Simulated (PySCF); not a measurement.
Compound: C₆H₉ (doublet state).
Cartesian coordinates in Å at the GFN2-xTB level; atoms count from 1:
```xyz
15
C6H9 angstrom
C      0.1333    1.0979   -0.8207
C      1.4066    0.5062   -0.3573
C      1.2054   -0.7388    0.4552
C      0.0202   -1.2825    0.6780
C     -1.2566   -0.6951    0.1624
C     -1.0993    0.8209   -0.0566
H      0.1203    1.7348   -1.6863
H      2.0584    0.2818   -1.2106
H      1.9706    1.2271    0.2606
H      2.1046   -1.1924    0.8498
H     -0.0637   -2.1978    1.2480
H     -2.0702   -0.8908    0.8645
H     -1.5182   -1.1751   -0.7862
H     -1.0389    1.2849    0.9394
H     -1.9768    1.2270   -0.5622
```

The species is `C1=CC[CH]CC1` [radical].

Method: UKS B3LYP, pcH-1 on C H, non-relativistic, mean-field spin-orbit, GIAO in PySCF 2.14.0. One conformer (not necessarily the lowest) at the GFN2-xTB geometry, without solvent, vibrations or thermal averaging. A GFN2-xTB geometry isn't a minimum of the functional, and hyperfine couplings can be far from their values at a DFT geometry. The SCF solution wasn't tested for stability.

(1) What is the g tensor, term by term?

(2) What effective moment and Curie constant follow for a powder?

(3) Average each term over the three axes. Which is largest in size?

(4) In a frozen sample, at which fields do the three g values resonate at 9.5, 34, 94 and 263 GHz (hyperfine left aside), and which band first spreads them over more than twice a line width of 0.3 mT?

Results:

(1) 
```json
{"Δg (ppm)": "relativistic mass correction", "1": "-139", "2": "-139", "3": "-139"}
{"Δg (ppm)": "gauge correction", "1": "-3", "2": "28", "3": "30"}
{"Δg (ppm)": "orbital Zeeman/spin–orbit", "1": "31", "2": "467", "3": "734"}
{"Δg (ppm)": "total", "1": "-111", "2": "356", "3": "625"}
```

So g = 2.00221, 2.00267, 2.00294 and g_iso = 2.00261; the tensor is rhombic: the two nearest values differ by 37 % of g3 − g1. Axes: g3 points within 6° of the C1–H7 bond.

(2) With the mean of g² = 4.0104 and S(S+1) = 0.75: μ_eff = √(⟨g²⟩S(S+1)) = 1.734 μB and χT = 0.12505·⟨g²⟩·S(S+1) = 0.376 cm³ K/mol (cgs; spin-Hamiltonian part alone).

(3) The orbital-Zeeman/spin–orbit term 411, the mass correction -139 and the gauge correction 18 ppm, for a total of 290 ppm. The orbital-Zeeman/spin–orbit term is the largest in size. The mass correction is the same along every axis, so the anisotropy comes from the other two: their spans along these axes are 33 (gauge) and 703 ppm (orbital Zeeman/spin–orbit).

(4) 
```tsv
band	GHz	B(g3) mT	B(g2) mT	B(g1) mT	spread mT
X	9.5	338.88	338.92	339.00	0.12
Q	34.0	1212.83	1212.99	1213.27	0.45
W	94.0	3353.11	3353.56	3354.34	1.23
J	263.0	9381.57	9382.83	9385.01	3.45
```

The spread grows in proportion to the frequency. W band is the first where it exceeds 0.6 mT.

Largest spin populations (Mulliken): C1 (+1.03), C6 (-0.09) and C2 (-0.08). C1 is the only atom above +0.15. The positive populations add up to 1.22 and the negative ones to -0.22, together 2S = 1. The angles at C1 add up to 360.0°, so it is planar; its axial dipolar tensor and the negative coupling of its proton fit spin in a p orbital normal to that plane.

The HOMO–LUMO gaps are 5.55 eV among the α and 5.48 eV among the β orbitals.

Time: 35 s wall. Hardware: one thread of an Arm Neoverse V1, no GPU (shared host).
